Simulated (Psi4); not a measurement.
Reaction (SMILES): P (PH3) + H+ → [PH4+]
B3LYP-D3(BJ)/def2-TZVP geometries, fixed; electronic energies without zero-point terms; positive where energy is released.
Largest species:
```
P
H 1 1.3979
H 1 1.3979 2 109.47
H 1 1.3979 2 109.47 3 -120.00
H 1 1.3979 2 109.47 4 -120.00
```
Charge +1, spin multiplicity 1.

Basis-set convergence of the proton affinity at HF with Psi4. Cartesian d functions, on some or all atoms, in 6-31G*, 6-31+G*, 6-31G**; all else is spherical. Density fitting with the program's default auxiliary sets. No added dispersion term, no relativity. Functions are those of the species that has most. Reference: the value in aug-cc-pV(Q+d)Z, 201.14 kcal/mol, itself unsure by roughly 0.02 kcal/mol (its mean distance from def2-QZVPPD, def2-QZVPP, cc-pV(Q+d)Z). Deviations are taken from unrounded values.

```
basis              functions
-----------------  ---------
STO-3G                    13
3-21G                     21
6-31G                     21
6-31G*                    27
6-31+G*                   31
6-31G**                   39
6-311G**                  50
6-311+G**                 54
6-311++G(2d,2p)           75
6-311++G(3df,3pd)        119
```

Question: Which is the smallest Pople set listed that can be trusted to 2 kcal/mol here, that is, within that of the reference together with its larger relatives (same family, alike in diffuse functions; a set with none to test it counts only in the reference's own line)?

Answer: The smallest set listed that lies within 2 kcal/mol of the reference with all its larger relatives (same family, alike in diffuse functions; a set with none counts only in the reference's own line) is 6-311+G** (54 functions, -1.28 kcal/mol off). Inside, with no larger relative to test it: 6-311G**. Value minus reference: STO-3G 43.99, 3-21G -16.51, 6-31G -12.29, 6-31G* -4.37, 6-31+G* -4.57, 6-31G** -2.34, 6-311G** -1.16, 6-311+G** -1.28, 6-311++G(2d,2p) -0.72, 6-311++G(3df,3pd) -0.22 kcal/mol.
